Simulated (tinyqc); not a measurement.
Inside a calculation. Method: harmonic frequencies on the RHF/sto-3g surface (energies and gradients from PySCF), for CH3-, spin multiplicity 1. The basis has no diffuse functions, so it cannot describe the extra electron: this is an exercise in the method, not the real anion. Computed by tinyqc, a small Python program that keeps every step (integrals from PySCF). Settings: charge = -1, multiplicity = 1, basis = sto-3g, delta = 0.01. Command: `OMP_NUM_THREADS=1 python tinyqc.py 20459 20460 out.jsonl` (the two numbers bound the seeds that draw the settings). One thread of a shared host (Intel(R) Xeon(R) Processor @ 2.60GHz), about 3 s of CPU time with the checks.

## One row of the Hessian: 2Hx

optimised positions (bohr):
```
           x         y         z
1C  -0.00252   0.03384   0.79252
2H   1.89015  -0.03246  -0.13884
3H  -0.88145   1.61817  -0.28984
4H  -0.92871  -1.60821  -0.15598
```

gradient at +delta (hartree/bohr):
```
             x           y           z
1C  -0.0026858   0.0000357   0.0007982
2H   0.0031976  -0.0000763  -0.0011332
3H  -0.0002513   0.0000054   0.0001571
4H  -0.0002605   0.0000353   0.0001779
```

gradient at -delta (hartree/bohr):
```
             x           y           z
1C   0.0027197  -0.0000856  -0.0008188
2H  -0.0032522   0.0000885   0.0011592
3H   0.0002570   0.0000278  -0.0001753
4H   0.0002754  -0.0000306  -0.0001651
```

Displace 2Hx by +/-0.01 bohr; H(k, :) = (g(+) - g(-)) / (2 delta).

row of the Hessian (hartree/bohr^2): 1Cx -0.2702773, 1Cy 0.0060645, 1Cz 0.0808493, 2Hx 0.3224917, 2Hy -0.0082394, 2Hz -0.1146185, 3Hx -0.0254196, 3Hy -0.0011203, 3Hz 0.0166168, 4Hx -0.0267948, 4Hy 0.0032953, 4Hz 0.0171524

## Hessian by finite differences

All rows are made in the same way, and the matrix is symmetrised.

Hessian (symmetrised) (hartree/bohr^2), lower triangle:
```
            1Cx         1Cy         1Cz         2Hx         2Hy         2Hz         3Hx         3Hy
1Cx   0.5207388
1Cy   0.0002600   0.5206154
1Cz   0.0053515  -0.0075846   0.3393244
2Hx  -0.2702766   0.0060634   0.0808373   0.3224917
2Hy   0.0101451  -0.0850236  -0.0020188  -0.0082384   0.0844990
2Hz   0.1792191  -0.0034581  -0.1049367  -0.1146088   0.0021458   0.0956162
3Hx  -0.1230780   0.0690056  -0.0449613  -0.0254199   0.0482564  -0.0343095   0.1356712
3Hy   0.0695291  -0.2100666   0.0809059  -0.0011205  -0.0013408   0.0031297  -0.0926358   0.2512651
3Hz  -0.0930084   0.1668627  -0.1270527   0.0166180  -0.0245090   0.0055756   0.0640223  -0.1148907
4Hx  -0.1273858  -0.0753290  -0.0412287  -0.0267951  -0.0501630  -0.0302996   0.0128275   0.0242271
4Hy  -0.0799341  -0.2255268  -0.0713024   0.0032956   0.0018657  -0.0018175  -0.0246257  -0.0398568
4Hz  -0.0915620  -0.1558203  -0.1073389   0.0171536   0.0243820   0.0037461   0.0152484   0.0308553

            3Hz        4Hx        4Hy        4Hz
3Hz   0.1156306
4Hx   0.0123681  0.1413543
4Hy  -0.0274623  0.1012643  0.2635185
4Hz   0.0058480  0.0591600  0.1005823  0.0977460
```

## Normal modes

masses (u): 1C 12.00000, 2H 1.00782, 3H 1.00782, 4H 2.01410

Diagonalise H_ij / sqrt(m_i m_j); the 6 smallest eigenvalues belong to translations and rotations; wavenumber = sqrt(eigenvalue / 1822.888) x 219474.63; each mode has its largest component positive (the first on a tie); zero-point energy = sum of wavenumbers / 2, with 349.755 1/cm per kcal/mol. A mass of 2.014 u marks deuterium.

eigenvalues of the mass-weighted Hessian (hartree/(bohr^2 u)): -0.00001  0.00000  0.00000  0.00000  0.00000  0.00000  0.08573  0.11983  0.15343  0.21170  0.38542  0.40587

harmonic wavenumbers of the vibrations (1/cm): 1505.1  1779.5  2013.6  2365.2  3191.3  3274.9

mass-weighted modes:
```
       mode 1    mode 2    mode 3    mode 4    mode 5    mode 6
1Cx  -0.01441  -0.22657  -0.10036  -0.16639  -0.10162  -0.25232
1Cy  -0.06439   0.13491  -0.16116  -0.29151  -0.15891   0.15007
1Cz  -0.43967  -0.01230   0.08092  -0.13232   0.13381  -0.01362
2Hx   0.21550  -0.19484  -0.09190  -0.09411   0.63900   0.60978
2Hy   0.15972  -0.42598   0.62015   0.04309  -0.03394  -0.01256
2Hz   0.47530  -0.26719  -0.23431  -0.04721  -0.24594  -0.29259
3Hx   0.00003   0.26022   0.60630   0.08613  -0.31288   0.27547
3Hy   0.28811   0.38712   0.20422  -0.06426   0.53359  -0.51401
3Hz   0.46363   0.27063  -0.19633  -0.03738  -0.29840   0.34030
4Hx  -0.11728   0.50679  -0.11892   0.41179   0.01735  -0.01031
4Hy  -0.15960  -0.30181  -0.18977   0.72652   0.03446   0.00617
4Hz   0.40902   0.02760   0.10711   0.38281   0.05844  -0.00051
```

zero-point energy = 20.19919 kcal/mol
